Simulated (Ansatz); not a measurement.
A made-up structure of SiH$_{2}$F (charge +1), closed shell:

```
4
angstrom
F 1.4824 0.5626 -0.4562
Si -0.0638 -0.0242 0.0197
H -1.3435 0.9410 -0.3500
H -0.0751 -1.4794 0.7866
```

It is relaxed with PBE-D4/def2-SVP and then PBE0-D4/def2-TZVP (Ansatz 0.2.0). Atoms count as bonded within 1.22 times the sum of their covalent radii (H–H: 0.88 Å). The end point is not checked to be a true minimum.

Does its bonding change? (A judgement: the text doesn't fix the answer.)

The calculation gives: No: no bond forms or breaks.

Where it ends: The first stage lowers the energy by 0.65 eV in 5 steps. It ends as SiH₂F ([F][SiH2]), total charge +1:
| atom | x (Å) | y (Å) | z (Å) |
| --- | --- | --- | --- |
| F1 | 1.3234 | 0.5022 | -0.4073 |
| Si2 | -0.0571 | -0.0217 | 0.0176 |
| H3 | -1.1994 | 0.8403 | -0.3126 |
| H4 | -0.0669 | -1.3209 | 0.7023 |

Labels in which every atom is bracketed show which atoms are joined, not bond orders.

For scale, one of the runs: PBE0-D4/def2-TZVP relaxation, 80 basis functions, launched by `ansatz run in.yaml --threads 2 --pin off --events-out ev --progress --plain --max-ram 4352MiB`. Hardware: 2 CPU threads of an Arm Neoverse V2, shared host. Wall time about 3.2 s.
